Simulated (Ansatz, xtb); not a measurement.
C5H9Cl: 5 structures ranked

5 gas-phase structures of C5H9Cl, from a drawn sample of its isomers (lower ones may exist). Each was relaxed with GFN2-xTB:

A. `C[C@@H]1CC[C@@H]1Cl`, a singlet
B. `C[C@@H]1CC[C@H]1Cl`, a singlet
C. `C[C@H]1C[C@H](Cl)C1`, a singlet
D. `CC1(Cl)CCC1`, a singlet
E. `C[C@H]1C[C@@H](Cl)C1`, a singlet

**Question.** Make a reasoned guess at their ranking by r2SCAN-D4/def2-SVP single-point energy.

**Answer.** Calculated order at r2SCAN-D4/def2-SVP: D (0.0), B (1.4), E (1.9), A (2.0), C (2.8) kcal/mol. Less than 1 kcal/mol parts B and E; E and A; A and C, so the order within those pairs means little.

Energies above the lowest of each column, in kcal/mol; the last columns are at PBE0-D3(BJ)/def2-SVP geometries:

```tsv
structure	GFN2-xTB	HF/STO-3G	r2SCAN-D4/def2-SVP	PBE0-D3(BJ)/def2-SVP	CCSD(T)/def2-SVP + ΔMP2/def2-TZVPP
D	0.0	0.0	0.0	0.0	0.0
B	1.8	0.1	1.4	0.4	0.9
E	2.0	0.4	1.9	1.1	1.5
A	2.8	1.5	2.0	1.5	1.9
C	2.3	1.0	2.8	2.2	2.4
```

Every level run on D puts it lowest or level with the lowest. ΔMP2 is the change of the MP2 energy from the smaller to the larger basis.

Over these structures GFN2-xTB departs from r2SCAN-D4/def2-SVP by 0.4 kcal/mol on average once a common shift is removed. A GFN2-xTB relaxation took about 0.096 s and the r2SCAN-D4/def2-SVP energy about 4.2 s on a shared host (Ansatz 0.2.0, xtb 6.7.1).
